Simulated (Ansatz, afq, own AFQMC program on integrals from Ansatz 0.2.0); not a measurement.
Two steps: Ansatz 0.2.0 writes the Fock matrix and Cholesky factors of the valence space, and afq projects on them the lowest state that overlaps trial and start.

```yaml
crystal:
  periodic: [false, false, false]
  atoms:
    - {symbol: Ge, position_ang: [0.000000, 0.000000, 0.330803]}
    - {symbol: C, position_ang: [0.000000, 0.000000, -1.626483]}
    - {symbol: H, position_ang: [0.000000, 0.908852, -2.229454]}
    - {symbol: H, position_ang: [0.000000, -0.908852, -2.229454]}
basis:
  gaussian: {orbitals: cc-pVDZ}
total_charge: 1
magnetization: {spin_polarized: true, initial_magnetization: 1}
correlation: {method: ccsd_t, electrons: outside_noble_gas, hamiltonian_folder: ham}
```

```sh
$ ansatz run in.yaml --threads 1 --pin off --events-out ev --progress --plain --max-ram 1382MiB
```

afq runs on the folder ham with

```
--method free --trial cisd --walkers 60 --time-step 0.03 --max-blocks 80 --target-error 0.00036 --factor-cut 1e-05 --seed 8448 --times 0,0.3,0.6,1.2,1.8,2.4,3.6,4.8,6 --taylor-order 8
```

Times are imaginary, in 1/Eh. The walk had a cap of 1011 s. Filled inner d shells are frozen with the cores.

afq prints:

```
orbitals 36  electrons 5 4  factors 287 of 548
reference energy -2114.04129771 Eh
CCSD correlation -0.19933828 Eh in 11 cycles, weight of the determinant in the CISD state 0.8871
repeat  energy at the last time / Eh  error
    10  -2114.245657  0.002196
    20  -2114.247407  0.001684
    30  -2114.247318  0.001179
    40  -2114.247442  0.001045
    50  -2114.247857  0.000951
    60  -2114.248222  0.000858
    70  -2114.248514  0.000816
    80  -2114.248302  0.000749
time / (1/Eh)  energy / Eh  error  mean overlap
  0.00  -2114.240635  0.000147  1.1267
  0.30  -2114.244461  0.000187  1.1233
  0.60  -2114.245773  0.000175  1.1205
  1.20  -2114.247117  0.000222  1.1080
  1.80  -2114.247108  0.000243  1.1172
  2.40  -2114.247324  0.000245  1.1234
  3.60  -2114.247314  0.000431  1.1339
  4.80  -2114.247499  0.000515  1.1146
  6.00  -2114.248302  0.000749  1.0561
energy -2114.248302 +/- 0.000749 Eh
```

The run passed its tests (error under three times the target), which doesn't prove that it has relaxed.

Against this walk (error 20.4 meV) on the same determinant: CCSD(T) 57.8 meV higher, CCSDT(Q) 21.1 meV higher (within the noise). The error is statistical, and a free projection of finite length keeps a remainder of its start.

Cautions: remainder of the start not in the error; error above the target (20.4 against 9.8 meV); no relativity below Rb; no spin-orbit coupling; inner d shell frozen.

The walk took 3.8 min on 1 thread of Arm Neoverse V2 (shared host). The log's last line is the free-projection energy.

CCSDT and higher add their correlation energy to the determinant of the CCSD(T) run, since their own runs factorise the integrals more tightly (a shift of under 2 meV). A walk keeps the symmetry of its determinant, which the program's search chose and which needn't be the lowest solution, so a lower state of the same spin and another symmetry isn't excluded.
